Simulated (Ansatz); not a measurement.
P4⁺. Charge 1, multiplicity 2. Geometry PBE-D4/def2-TZVP; atoms count from 1.

```xyz
4

P     0.503   -1.215    0.422
P     0.594    0.197   -1.230
P    -1.347    0.168   -0.250
P     0.251    0.850    1.058
```

The structure comes from a short search, and lower isomers may exist.

Problem. Estimate the Mulliken populations from the PBE0/def2-TZVP orbitals of Ansatz.

Solution. 
```tsv
atom	charge (e)	spin (α − β)
P1	0.25	0.25
P2	0.25	0.25
P3	0.25	0.25
P4	0.25	0.25
```
Mulliken values depend strongly on the basis.

Problem. Where does the spin sit?

Solution. Summed by element: P 1.00, of 1 unpaired in all. Largest on single atoms: P1 0.25, P3 0.25, P4 0.25.

Problem. And the Mayer bond orders between heavy atoms (over 0.3)?

Solution. P1–P2 1.12 (2.17 Å); P1–P3 0.80 (2.41 Å); P1–P4 1.12 (2.17 Å); P2–P3 1.12 (2.17 Å); P2–P4 0.80 (2.40 Å); P3–P4 1.12 (2.17 Å).
